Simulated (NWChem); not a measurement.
System: carbonyl sulfide (COS); SMILES O=C=S

The following NWChem deck was run.

```
start job
memory heap 200 mb stack 900 mb global 1100 mb
geometry units angstroms noautosym nocenter noautoz
  O     -1.676535     0.026960     0.022296
  C     -0.520351     0.008350     0.006924
  S      1.043153    -0.016772    -0.013873
end
basis spherical
  O library pcsseg-1
  C library pcsseg-1
  S library pcsseg-1
end
dft
  xc pbe0
  iterations 150
end
property
  shielding
end
task dft property
```

Parts of the log:

```
             Northwest Computational Chemistry Package (NWChem) 7.3.0
             --------------------------------------------------------

                             Geometry "geometry" -> ""
                             -------------------------

 Output coordinates in angstroms (scale by  1.889725989 to convert to a.u.)

  No.       Tag          Charge          X              Y              Z
 ---- ---------------- ---------- -------------- -------------- --------------
    1 O                    8.0000    -1.67653500     0.02696000     0.02229600
    2 C                    6.0000    -0.52035100     0.00835000     0.00692400
    3 S                   16.0000     1.04315300    -0.01677200    -0.01387300

 Effective nuclear repulsion energy (a.u.)      79.3490758998

                              NWChem Property Module
                              ----------------------

  itol2e modified to match energy
  convergence criterion.

                                 NWChem DFT Module
                                 -----------------

 Summary of "ao basis" -> "ao basis" (spherical)
 ------------------------------------------------------------------------------
       Tag                 Description            Shells   Functions and Types
 ---------------- ------------------------------  ------  ---------------------
 O                          pcsseg-1                 7       17   3s3p1d
 C                          pcsseg-1                 7       17   3s3p1d
 S                          pcsseg-1                10       24   4s5p1d

  itol2e modified to match energy
  convergence criterion.

            General Information
            -------------------
          SCF calculation type: DFT
          Wavefunction type:  closed shell.
          No. of atoms     :     3
          No. of electrons :    30
           Alpha electrons :    15
            Beta electrons :    15
          Charge           :     0
          Spin multiplicity:     1
          Use of symmetry is: off; symmetry adaption is: off
          Maximum number of iterations: 150
          AO basis - number of functions:    58
                     number of shells:    24
          Convergence on energy requested:  1.00D-07
          Convergence on density requested:  1.00D-05
          Convergence on gradient requested:  5.00D-04

              XC Information
              --------------
                         PBE0 Method XC Functional
                     Hartree-Fock (Exact) Exchange  0.250
          PerdewBurkeErnzerhof Exchange Functional  0.750
            Perdew 1991 LDA Correlation Functional  1.000 local
           PerdewBurkeErnz. Correlation Functional  1.000 non-local

             Grid Information
             ----------------
          Grid used for XC integration:  fine
          Radial quadrature: Mura-Knowles
          Angular quadrature: Lebedev.
          Tag              B.-S. Rad. Rad. Pts. Rad. Cut. Ang. Pts.
          ---              ---------- --------- --------- ---------
          O                   0.60       70           8.0       590
          C                   0.70       70           7.0       590
          S                   1.00      123           8.0       770
          Grid pruning is: on
          Number of quadrature shells:   263
          Spatial weights used:  Erf1

      Superposition of Atomic Density Guess
      -------------------------------------

 Sum of atomic energies:        -509.84839392

      Non-variational initial energy
      ------------------------------

 Total energy =    -510.832529
 1-e energy   =    -860.048949
 2-e energy   =     269.867344
 HOMO         =      -0.352433
 LUMO         =       0.044190

   convergence    iter        energy       DeltaE   RMS-Dens  Diis-err
 ---------------- ----- ----------------- --------- --------- ---------
 d= 0,ls=0.0,diis     1   -511.1487568537 -5.90D+02  1.72D-02  9.62D-01
 d= 0,ls=0.0,diis     2   -510.9475081478  2.01D-01  1.13D-02  3.17D+00
 d= 0,ls=0.0,diis     3   -511.2407103365 -2.93D-01  4.49D-03  7.71D-02
 d= 0,ls=0.0,diis     4   -511.2398278103  8.83D-04  3.14D-03  6.47D-02
 d= 0,ls=0.0,diis     5   -511.2482379609 -8.41D-03  5.18D-04  1.63D-03
  Resetting Diis
 d= 0,ls=0.0,diis     6   -511.2484692946 -2.31D-04  4.03D-05  6.26D-06
 d= 0,ls=0.0,diis     7   -511.2484700983 -8.04D-07  2.04D-05  3.33D-07
 d= 0,ls=0.0,diis     8   -511.2484699947  1.04D-07  1.24D-05  1.14D-06
 d= 0,ls=0.0,diis     9   -511.2484701432 -1.48D-07  1.91D-06  4.72D-08
 d= 0,ls=0.0,diis    10   -511.2484701474 -4.22D-09  5.68D-07  3.82D-09

         Total DFT energy =     -511.248470147430
      One electron energy =     -861.071703722164
           Coulomb energy =      309.833120859637
    Exchange-Corr. energy =      -39.358963184737
 Nuclear repulsion energy =       79.349075899835

 Numeric. integr. density =       29.999999965660

                       DFT Final Molecular Orbital Analysis
                       ------------------------------------

 Vector   13  Occ=2.000000D+00  E=-4.907781D-01
              MO Center=  7.1D-01, -1.1D-02, -9.4D-03, r^2= 2.2D+00
   Bfn.  Coefficient  Atom+Function         Bfn.  Coefficient  Atom+Function
  ----- ------------  ---------------      ----- ------------  ---------------
    38      0.397262  3 S  s                 37      0.394151  3 S  s
    48      0.372805  3 S  px                36     -0.283287  3 S  s
    24     -0.235280  2 C  px                20     -0.232297  2 C  s
     7      0.180966  1 O  px                51      0.157687  3 S  px
    19     -0.148788  2 C  s                 10      0.137934  1 O  px

 Vector   14  Occ=2.000000D+00  E=-3.216268D-01
              MO Center=  3.9D-01, -6.3D-03, -5.3D-03, r^2= 2.3D+00
   Bfn.  Coefficient  Atom+Function         Bfn.  Coefficient  Atom+Function
  ----- ------------  ---------------      ----- ------------  ---------------
    49      0.351882  3 S  py                50      0.351831  3 S  pz
    52      0.296593  3 S  py                53      0.296551  3 S  pz
    11     -0.173020  1 O  py                12     -0.172996  1 O  pz
     8     -0.164128  1 O  py                 9     -0.164104  1 O  pz
    43     -0.088832  3 S  py                44     -0.088820  3 S  pz

 Vector   15  Occ=2.000000D+00  E=-3.216268D-01
              MO Center=  3.9D-01, -6.3D-03, -5.2D-03, r^2= 2.3D+00
   Bfn.  Coefficient  Atom+Function         Bfn.  Coefficient  Atom+Function
  ----- ------------  ---------------      ----- ------------  ---------------
    49      0.351892  3 S  py                50     -0.351971  3 S  pz
    52      0.296602  3 S  py                53     -0.296669  3 S  pz
    11     -0.173026  1 O  py                12      0.173065  1 O  pz
     8     -0.164132  1 O  py                 9      0.164169  1 O  pz
    43     -0.088835  3 S  py                44      0.088855  3 S  pz

 Vector   16  Occ=0.000000D+00  E=-3.018196D-02
              MO Center= -2.3D-01,  3.6D-03,  3.1D-03, r^2= 2.4D+00
   Bfn.  Coefficient  Atom+Function         Bfn.  Coefficient  Atom+Function
  ----- ------------  ---------------      ----- ------------  ---------------
    28      0.451493  2 C  py                29     -0.432637  2 C  pz
    52     -0.357643  3 S  py                53      0.342708  3 S  pz
    25      0.322300  2 C  py                11     -0.311889  1 O  py
    26     -0.308840  2 C  pz                12      0.298863  1 O  pz
     8     -0.194559  1 O  py                 9      0.186433  1 O  pz

 Vector   17  Occ=0.000000D+00  E=-3.018195D-02
              MO Center= -2.3D-01,  3.7D-03,  3.0D-03, r^2= 2.4D+00
   Bfn.  Coefficient  Atom+Function         Bfn.  Coefficient  Atom+Function
  ----- ------------  ---------------      ----- ------------  ---------------
    29      0.451419  2 C  pz                28      0.432523  2 C  py
    53     -0.357585  3 S  pz                52     -0.342617  3 S  py
    26      0.322248  2 C  pz                12     -0.311837  1 O  pz
    25      0.308759  2 C  py                11     -0.298784  1 O  py
     9     -0.194527  1 O  pz                 8     -0.186384  1 O  py

 Vector   18  Occ=0.000000D+00  E= 6.176509D-02
              MO Center=  6.8D-01, -1.1D-02, -9.1D-03, r^2= 2.7D+00
   Bfn.  Coefficient  Atom+Function         Bfn.  Coefficient  Atom+Function
  ----- ------------  ---------------      ----- ------------  ---------------
    20      1.985503  2 C  s                 51      1.198725  3 S  px
    38     -0.904017  3 S  s                  3     -0.530767  1 O  s
    48      0.335923  3 S  px                10     -0.324670  1 O  px
    37     -0.324084  3 S  s                 19      0.241480  2 C  s
    36      0.207731  3 S  s                 27      0.197924  2 C  px

     Multipole analysis of the density
     ---------------------------------

     L   x y z        total         alpha         beta         nuclear
     -   - - -        -----         -----         ----         -------
     0   0 0 0     -0.000000    -15.000000    -15.000000     30.000000

     1   1 0 0      0.239249     -0.027833     -0.027833      0.294914
     1   0 1 0     -0.003855      0.000503      0.000503     -0.004860
     1   0 0 1     -0.003180      0.000353      0.000353     -0.003885

     2   2 0 0    -18.465034    -83.370381    -83.370381    148.275728
     2   1 1 0      0.017069      1.200550      1.200550     -2.384031
     2   1 0 1      0.014066      0.993011      0.993011     -1.971957
     2   0 2 0    -17.406860     -8.722596     -8.722596      0.038331
     2   0 1 1     -0.000227     -0.015966     -0.015966      0.031706
     2   0 0 2    -17.406771     -8.716498     -8.716498      0.026226

          -----------------------------------------
          Chemical Shielding Tensors (GIAO, in ppm)
          -----------------------------------------

                                NWChem CPHF Module
                                ------------------

  scftype          =     RHF
  nclosed          =       15
  nopen            =        0
  variables        =      645
  # of vectors     =        3
  tolerance        = 0.10D-03
  level shift      = 0.00D+00
  max iterations   =       50
  max subspace     =       30

 SCF residual:    2.0164702670225291E-005

Iterative solution of linear equations
  No. of variables      645
  No. of equations        3
  Maximum subspace       30
        Iterations       50
       Convergence  1.0D-04

   iter   nsub   residual    time
   ----  ------  --------  ---------
     1      3    3.91D-01      16.4
     2      6    1.77D-02      19.2
     3      9    1.61D-03      22.0
     4     12    5.62D-05      24.7

      Atom:    1  O
        Diamagnetic
    415.0626     -0.3712     -0.3065
     -0.3712    392.0118      0.0049
     -0.3065      0.0049    392.0099

        Paramagnetic
     -0.2172     -8.0206     -6.6343
     -8.0206   -498.9087      0.1014
     -6.6343      0.1014   -498.9726

        Total Shielding Tensor
    414.8454     -8.3918     -6.9408
     -8.3918   -106.8969      0.1064
     -6.9408      0.1064   -106.9628

           isotropic =      66.9952
          anisotropy =     522.1161

          Principal Components and Axis System
                 1           2           3
              415.0726   -107.0562   -107.0307

      1         0.9998      0.0164      0.0129
      2        -0.0161      0.2108      0.9774
      3        -0.0133      0.9774     -0.2110

      Atom:    2  C
        Diamagnetic
    288.4506     -0.6217     -0.5141
     -0.6217    249.8026      0.0083
     -0.5141      0.0083    249.7995

        Paramagnetic
     -0.1568     -5.7921     -4.7891
     -5.7921   -360.1946      0.0771
     -4.7891      0.0771   -360.2235

        Total Shielding Tensor
    288.2938     -6.4138     -5.3032
     -6.4138   -110.3919      0.0854
     -5.3032      0.0854   -110.4241

           isotropic =      22.4926
          anisotropy =     398.9623

          Principal Components and Axis System
                 1           2           3
              288.4675   -110.4951   -110.4946

      1         0.9998      0.0129      0.0164
      2        -0.0161      0.9773      0.2112
      3        -0.0133     -0.2115      0.9773

      Atom:    3  S
        Diamagnetic
   1061.6530     -0.1347     -0.1116
     -0.1347   1053.2686      0.0018
     -0.1116      0.0018   1053.2679

        Paramagnetic
     -0.1877     -6.9329     -5.7303
     -6.9329   -431.0437      0.0978
     -5.7303      0.0978   -431.0540

        Total Shielding Tensor
   1061.4653     -7.0676     -5.8419
     -7.0676    622.2249      0.0996
     -5.8419      0.0996    622.2139

           isotropic =     768.6347
          anisotropy =     439.5330

          Principal Components and Axis System
                 1           2           3
             1061.6567    622.1374    622.1100

      1         0.9998      0.0164      0.0129
      2        -0.0161      0.2105      0.9775
      3        -0.0133      0.9774     -0.2108
```

Level: PBE0/pcSseg-1, GIAO. Structure relaxed at the PBE0/def2-SVP level. The printed shielding anisotropy is the first printed principal value minus the mean of the other two.
